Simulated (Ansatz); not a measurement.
# CH4S2: small, medium and large basis sets

An exercise on one series of results from a longer session: the logs are not shown, and one member is left open.

The runs use Ansatz 0.2.0, Gaussian basis; one geometry, several basis sets.

Levels to be run: PBE0-D4/def2-SVP; ωB97M-V/def2-SVP; PBE0-D4/def2-QZVPP; ωB97M-V/def2-QZVPP; the functionals' def2-TZVPP values are taken from earlier runs.

## The relaxed structure

The geometry comes from an earlier relaxation with PBE0-D4 in a triple-zeta def2 set; it is a stationary point, not always the lowest conformer.

SMILES `CSS`, 7 atoms, charge 0, spin multiplicity 1.

Atoms are counted from 1 here; the program's logs count them from 0.

Bond lengths: C1–S2 1.802 Å, C1–H4 1.090 Å, C1–H5 1.089 Å, C1–H6 1.093 Å, S2–S3 2.037 Å, S3–H7 1.349 Å. Angles: S2–C1–H4 111.1°, S2–C1–H5 110.8°, S2–C1–H6 106.0°, H4–C1–H5 110.4°, H4–C1–H6 109.2°, H5–C1–H6 109.3°, C1–S2–S3 103.0°, S2–S3–H7 99.3°.

The first run:

in.yaml reads:

```yaml
crystal:
  periodic: [false, false, false]
  atoms:
    - {symbol: C, position_ang: [-0.757666, 0.530959, -0.254501]}
    - {symbol: S, position_ang: [0.410668, 0.313395, 1.100627]}
    - {symbol: S, position_ang: [1.938925, -0.712118, 0.227847]}
    - {symbol: H, position_ang: [-1.170462, -0.425572, -0.574092]}
    - {symbol: H, position_ang: [-0.285278, 1.039323, -1.094053]}
    - {symbol: H, position_ang: [-1.562512, 1.156207, 0.139838]}
    - {symbol: H, position_ang: [1.487625, -1.970193, 0.408634]}
basis:
  gaussian: {orbitals: def2-SVP}
hamiltonian: {xc: pbe0, dispersion: d4}
output: {orbitals: {seedname: orbitals}}
```

Steps of the session up to this table: PBE0-D4 in def2-SVP; ωB97M-V in def2-SVP; PBE0-D4 in def2-QZVPP; ωB97M-V in def2-QZVPP.

One table of the session follows, with a row left open; its other results are not shown here.

It belongs to the step «Density functionals: the series». 

```
functional       basis  HOMO (eV)  LUMO (eV)
   PBE0-D4    def2-SVP      -6.83      -0.15
   PBE0-D4  def2-TZVPP          ?          ?
   PBE0-D4  def2-QZVPP      -6.96      -0.63
   ωB97M-V    def2-SVP      -9.00       2.11
   ωB97M-V  def2-TZVPP      -9.11       1.59
   ωB97M-V  def2-QZVPP      -9.15       1.30
```

Q: Estimate the row for PBE0-D4, def2-TZVPP from the others.

The run gave: HOMO (eV): -6.93; LUMO (eV): -0.49. In the column «HOMO (eV)» it lies between PBE0-D4, def2-QZVPP (-6.96) and PBE0-D4, def2-SVP (-6.83).
